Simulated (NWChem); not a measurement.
All runs are NWChem calculations. System: O, charge 0, spin multiplicity 3. Its SCF solution wasn't tested for a lower state. Level: UHF/cc-pVDZ.

Output (cleaned and shortened):

```
             Northwest Computational Chemistry Package (NWChem) 7.3.0
             --------------------------------------------------------

                                NWChem Input Module
                                -------------------

 Scaling coordinates for geometry "geometry" by  1.889725989
 (inverse scale =  0.529177249)

                             Geometry "geometry" -> ""
                             -------------------------

 Output coordinates in angstroms (scale by  1.889725989 to convert to a.u.)

  No.       Tag          Charge          X              Y              Z
 ---- ---------------- ---------- -------------- -------------- --------------
    1 O                    8.0000     0.00000000     0.00000000     0.00000000

 Effective nuclear repulsion energy (a.u.)       0.0000000000

            Nuclear Dipole moment (a.u.)
            ----------------------------
        X                 Y               Z
 ---------------- ---------------- ----------------
     0.0000000000     0.0000000000     0.0000000000

      Symmetry information
      --------------------

 Group name             D2h
 Group number             26
 Group order               8
 No. of unique centers     1

      Symmetry unique atoms

     1


 Summary of "ao basis" -> "" (spherical)
 ------------------------------------------------------------------------------
       Tag                 Description            Shells   Functions and Types
 ---------------- ------------------------------  ------  ---------------------
 *                          cc-pvdz                   on all atoms

 Summary of "ao basis" -> "ao basis" (spherical)
 ------------------------------------------------------------------------------
       Tag                 Description            Shells   Functions and Types
 ---------------- ------------------------------  ------  ---------------------
 O                          cc-pvdz                  6       14   3s2p1d

                                 NWChem SCF Module
                                 -----------------

  ao basis        = "ao basis"
  functions       =    14
  atoms           =     1
  alpha electrons =     5
  beta  electrons =     3
  charge          =   0.00
  wavefunction    = UHF
  use symmetry    = T
  symmetry adapt  = T

 Summary of "ao basis" -> "ao basis" (spherical)
 ------------------------------------------------------------------------------
       Tag                 Description            Shells   Functions and Types
[...]
   Bfn.  Coefficient  Atom+Function         Bfn.  Coefficient  Atom+Function
  ----- ------------  ---------------      ----- ------------  ---------------
     8      1.059295  1 O  py                 5     -0.930806  1 O  py

                     UHF Final Beta Molecular Orbital Analysis
                     -----------------------------------------

 Vector    2  Occ=1.000000D+00  E=-1.071393D+00  Symmetry=ag
              MO Center= -7.2D-53, -1.9D-35,  2.9D-53, r^2= 4.6D-01
   Bfn.  Coefficient  Atom+Function         Bfn.  Coefficient  Atom+Function
  ----- ------------  ---------------      ----- ------------  ---------------
     3      0.604420  1 O  s                  2      0.476040  1 O  s

 Vector    3  Occ=1.000000D+00  E=-5.125358D-01  Symmetry=b2u
              MO Center= -5.0D-38, -3.6D-20, -4.1D-38, r^2= 5.7D-01
   Bfn.  Coefficient  Atom+Function         Bfn.  Coefficient  Atom+Function
  ----- ------------  ---------------      ----- ------------  ---------------
     5      0.653137  1 O  py                 8      0.497587  1 O  py

 Vector    4  Occ=0.000000D+00  E= 1.326431D-01  Symmetry=b1u
              MO Center=  9.9D-33,  1.5D-32,  6.4D-32, r^2= 7.6D-01
   Bfn.  Coefficient  Atom+Function         Bfn.  Coefficient  Atom+Function
  ----- ------------  ---------------      ----- ------------  ---------------
     9      0.655940  1 O  pz                 6      0.494516  1 O  pz

 Vector    5  Occ=0.000000D+00  E= 1.326431D-01  Symmetry=b3u
              MO Center= -1.4D-37, -1.4D-47, -9.5D-48, r^2= 7.6D-01
   Bfn.  Coefficient  Atom+Function         Bfn.  Coefficient  Atom+Function
  ----- ------------  ---------------      ----- ------------  ---------------
     7      0.655940  1 O  px                 4      0.494516  1 O  px

 Vector    6  Occ=0.000000D+00  E= 1.171679D+00  Symmetry=b2u
              MO Center=  1.0D-18,  1.9D-18,  1.7D-18, r^2= 1.1D+00
   Bfn.  Coefficient  Atom+Function         Bfn.  Coefficient  Atom+Function
  ----- ------------  ---------------      ----- ------------  ---------------
     8     -1.043076  1 O  py                 5      0.953421  1 O  py

 center of mass
 --------------
 x =   0.00000000 y =   0.00000000 z =   0.00000000

 moments of inertia (a.u.)
 ------------------
           0.000000000000           0.000000000000           0.000000000000
           0.000000000000           0.000000000000           0.000000000000
           0.000000000000           0.000000000000           0.000000000000

  Mulliken analysis of the total density
  --------------------------------------

    Atom       Charge   Shell Charges
 -----------   ------   -------------------------------------------------------
    1 O    8     8.00   2.00  0.93  1.07  2.52  1.48  0.00

  Mulliken analysis of the alpha density
  --------------------------------------

    Atom       Charge   Shell Charges
 -----------   ------   -------------------------------------------------------
    1 O    8     5.00   1.00  0.49  0.50  1.94  1.06  0.00

   Mulliken analysis of the beta density
   -------------------------------------

    Atom       Charge   Shell Charges
 -----------   ------   -------------------------------------------------------
    1 O    8     3.00   1.00  0.43  0.57  0.59  0.41  0.00

   Mulliken analysis of the spin density
   -------------------------------------

    Atom       Charge   Shell Charges
 -----------   ------   -------------------------------------------------------
    1 O    8     2.00   0.00  0.06 -0.06  1.35  0.65 -0.00

       Multipole analysis of the density wrt the origin
       ------------------------------------------------

     L   x y z        total         alpha         beta         nuclear
     -   - - -        -----         -----         ----         -------
     0   0 0 0     -0.000000     -5.000000     -3.000000      8.000000

     1   1 0 0     -0.000000     -0.000000     -0.000000      0.000000
     1   0 1 0     -0.000000     -0.000000     -0.000000      0.000000
     1   0 0 1     -0.000000     -0.000000     -0.000000      0.000000

     2   2 0 0     -3.341418     -2.380027     -0.961391      0.000000
     2   1 1 0     -0.000000     -0.000000     -0.000000      0.000000
     2   1 0 1     -0.000000     -0.000000     -0.000000      0.000000
     2   0 2 0     -4.203530     -2.392787     -1.810742      0.000000
     2   0 1 1     -0.000000     -0.000000     -0.000000      0.000000
     2   0 0 2     -3.341418     -2.380027     -0.961391      0.000000

 Task  times  cpu:        0.1s     wall:        0.1s

 Total times  cpu:        0.1s     wall:        0.1s
```

Q: Write an NWChem input that would produce this output.

A: This is not unique; one that fits is 
```
start mol
memory heap 200 mb stack 900 mb global 1100 mb
geometry units angstroms nocenter noautoz
  O      0.000000     0.000000     0.000000
  symmetry group D2h
end
basis spherical
  * library cc-pvdz
end
scf
  uhf
  nopen 2
  maxiter 100
  thresh 1e-7
  semidirect memsize 60000000 filesize 0
  # guess.movecs holds the orbitals of an unrestricted PBE0 run
  vectors input guess.movecs output mol.movecs
end
task scf energy
```
